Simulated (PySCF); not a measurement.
PySCF input:

```python
from pyscf import gto, scf, dft

mol = gto.M(
    atom='''
    S    -0.00000000   -0.00000000   -0.07925565
    H     0.00000000    0.00000000    1.26809037
    ''',
    basis='def2-tzvpd',
    charge=0,
    spin=1,
    symmetry='C2v',
    verbose=4,
)

mf = dft.UKS(mol, xc='tpss').density_fit(auxbasis='def2-universal-jkfit')
mf.grids.level = 3
mf.conv_tol = 1e-9
mf.max_cycle = 100
mf.max_memory = 1500
mf.kernel()
if not mf.converged:
    mf = mf.newton()
    mf.kernel(mf.make_rdm1())
mf.analyze()
```

**Question.** What final total energy does it print?

**Answer.** -398.77802 Eh (TPSS/def2-TZVPD).
